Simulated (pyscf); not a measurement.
This saddle point was located with ωB97X-D3(BJ)/def2-SVP in PySCF.

```xyz
5

Ge     0.6086     0.4251    -0.2207
H      1.2550     1.6809    -0.8534
H      0.4577     0.7884     1.2762
F     -1.2939     0.4692    -0.9144
H     -0.4919    -0.4916    -1.0168
```

Surface: singlet, charge 0. Lowest wavenumbers (cm⁻¹): 1399i, 448, 529, 735, 737.

Task: Name the species on either side of this saddle.

Result: GeH₂ (SMILES [GeH2]) [singlet] + HF (SMILES F) <-> F–GeH₃ (SMILES [F][GeH3]), an insertion read from left to right: F–H broken and F–Ge, Ge–H formed. At CCSD(T)/def2-TZVPP + ΔMP2(QZVPP) it lies +14.1 kcal/mol from the left side and +66.9 kcal/mol from the right (each side as separated species at their lowest minima found). On the reactant side the descent ends in a complex, 6.8 kcal/mol under the separated species and 17.9 kcal/mol under the saddle at ωB97X-D3(BJ)/def2-TZVP. At ωB97X-D3(BJ) the barrier from the zero used here is 11.1 kcal/mol. The same reactants have a lower exit, to F–GeH: [singlet] + H₂ (barrier +2.9 kcal/mol at ωB97M-D3(BJ), against +13.2 kcal/mol here). This is the saddle that the search found; another between the same sides may lie lower. The CCSD(T) − MP2 part came from Ansatz, without density fitting, on the same reference. The frozen core leaves the outer d or s,p core shells of the metals and heavy elements correlated in the MP2 and CC values, and def2-TZVPP describes them poorly, which can shift differences by a few kcal/mol. Elements up to Kr have no core potential and no relativistic terms here.
